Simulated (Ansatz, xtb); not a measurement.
Species: silicon monoxide triplet, SiO, charge 0, multiplicity 3. This is an excited triplet: at this geometry the singlet lies 4.23 eV lower at wB97M-V/def2-TZVPD. 
Coordinates optimised at B3LYP-D3(BJ)/def2-TZVP (Ansatz, a first-principles code):
SMILES: O=[Si]
```xyz
2

Si     0.0000     0.0000    -0.5723
O      0.0000     0.0000     1.0016
```
Charge 0, spin multiplicity 3.

Harmonic wavenumbers from GFN2-xTB (xtb, at its own minimum), cm⁻¹: 1216.

**Question.** Give the harmonic wavenumbers at B3LYP-D3(BJ)/def2-TZVP (Ansatz, finite differences of forces, unscaled).

**Answer.** 987 cm⁻¹. Zero-point energy 1.4 kcal/mol.

**Question.** From these and the geometry, give the ideal-gas thermochemistry at 298.15 K and 1 atm (rigid rotor, harmonic oscillator).

**Answer.** Point group C∞v, rotational symmetry number 1. Rotational constants 20.02, 20.02 GHz. S(trans) 37.28, S(rot) 13.39, S(vib) 0.10, S(elec, spin only) 2.18, S 52.9 cal/(mol K). H(298) - H(0) 2.10 kcal/mol; G - E(el) -12.3 kcal/mol.
